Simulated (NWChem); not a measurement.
Program: NWChem. System: Cl (+1), charge 1, spin multiplicity 3. Its SCF solution wasn't tested for a lower state. Level: evGW@UPBE/def2-TZVPD, RI basis def2-tzvpd-rifit, 6 cycles.

The NWChem input:

```
start mol
memory heap 200 mb stack 700 mb global 1700 mb
charge 1
geometry units angstroms nocenter noautoz
  Cl     0.000000     0.000000     0.000000
  symmetry group D2h
end
basis spherical
  * library def2-tzvpd
end
basis "ri basis" bse spherical
  * library def2-tzvpd-rifit
end
dft
  xc xpbe96 cpbe96
  odft
  mult 3
  iterations 100
  direct
  tolerances tight
end
task dft energy
gw
  evgw 6
  states alpha occ -1 vir -1
  states beta occ -1 vir -1
end
task dft gw
```

NWChem printed:

```
             Northwest Computational Chemistry Package (NWChem) 7.3.0
             --------------------------------------------------------

                                NWChem Input Module
                                -------------------

 Scaling coordinates for geometry "geometry" by  1.889725989
 (inverse scale =  0.529177249)

                             Geometry "geometry" -> ""
                             -------------------------

 Output coordinates in angstroms (scale by  1.889725989 to convert to a.u.)

  No.       Tag          Charge          X              Y              Z
 ---- ---------------- ---------- -------------- -------------- --------------
    1 Cl                  17.0000     0.00000000     0.00000000     0.00000000

 Effective nuclear repulsion energy (a.u.)       0.0000000000

            Nuclear Dipole moment (a.u.)
            ----------------------------
        X                 Y               Z
 ---------------- ---------------- ----------------
     0.0000000000     0.0000000000     0.0000000000

      Symmetry information
      --------------------

 Group name             D2h
 Group number             26
 Group order               8
 No. of unique centers     1

      Symmetry unique atoms

     1


 Summary of "ao basis" -> "" (spherical)
 ------------------------------------------------------------------------------
       Tag                 Description            Shells   Functions and Types
 ---------------- ------------------------------  ------  ---------------------
 *                         def2-tzvpd                 on all atoms

 new library libraries.bse/

 Summary of "ri basis" -> "" (spherical)
 ------------------------------------------------------------------------------
       Tag                 Description            Shells   Functions and Types
 ---------------- ------------------------------  ------  ---------------------
 *                      def2-tzvpd-rifit              on all atoms

  pbe96 is a nonlocal functional; adding pw91lda local functional.

                                 NWChem DFT Module
[...]
@GW        18         -1.973           0.000
@GW        19          6.649           0.000
@GW        20          6.647           0.000
@GW        21          8.308           0.000
@GW        22          8.310           0.000
@GW        23          7.333           0.000
@GW        24          9.163           0.000
@GW        25          9.163           0.000
@GW        26          9.446           0.000
@GW        27         15.738           0.000
@GW        28         48.050           0.000
@GW        29         48.051           0.000
@GW        30         48.848           0.000
@GW        31         48.849           0.000
@GW        32         49.153           0.000
@GW        33         53.623           0.000
@GW        34         53.623           0.000
@GW        35         54.443           0.000
@GW        36         54.443           0.000
@GW        37         54.868           0.000
@GW        38         54.870           0.000
@GW        39         55.011           0.000
@GW        40         57.707           0.000
@GW        41         57.707           0.000
@GW        42         58.197           0.000
@GW        43        293.851           0.000
@GW        44        293.440           0.000
@GW        45        294.968           0.000
@GW        46        666.173           0.000

                   Beta Orbitals
          State     Energy (eV)     Error (eV)
          -----------------------------------
@GW         1      -2840.372           0.000
@GW         2       -292.026           0.000
@GW         3       -223.133           0.000
@GW         4       -223.133           0.000
@GW         5       -223.093           0.000
@GW         6        -36.212           0.000
@GW         7        -23.577           0.000
@GW         8        -12.237           0.000
@GW         9        -12.238           0.000
@GW        10         -2.870           0.000
@GW        11         -1.973           0.000
@GW        12          0.830           0.000
@GW        13          0.832           0.000
@GW        14         -1.975           0.000
@GW        15         -1.975           0.000
@GW        16          0.724           0.000
@GW        17          0.735           0.000
@GW        18          0.735           0.000
@GW        19          7.581           0.000
@GW        20          7.596           0.000
@GW        21          7.596           0.000
@GW        22         10.158           0.000
@GW        23         10.158           0.000
@GW        24         10.108           0.000
@GW        25          9.809           0.000
@GW        26          9.809           0.000
@GW        27         16.558           0.000
@GW        28         49.621           0.000
@GW        29         49.624           0.000
@GW        30         49.705           0.000
@GW        31         49.366           0.000
@GW        32         49.366           0.000
@GW        33         55.936           0.000
@GW        34         55.760           0.000
@GW        35         55.761           0.000
@GW        36         55.858           0.000
@GW        37         55.858           0.000
@GW        38         57.636           0.000
@GW        39         57.636           0.000
@GW        40         58.819           0.000
@GW        41         54.527           0.000
@GW        42         54.523           0.000
@GW        43        294.528           0.000
@GW        44        294.526           0.000
@GW        45        294.929           0.000
@GW        46        667.078           0.000

     GW Timing Statistics
   ------------------------
   Init.   :          0.0s
     ERIs  :          0.0s
     Distr.:          0.0s
     Vxc   :          0.0s
   Sigma_x :          0.0s
   RPA     :          0.3s
   Wmn     :          0.2s
   Sigma_c :          0.3s
   GW total:          0.9s

 Task  times  cpu:        0.9s     wall:        0.9s

 Total times  cpu:        1.9s     wall:        1.9s
```
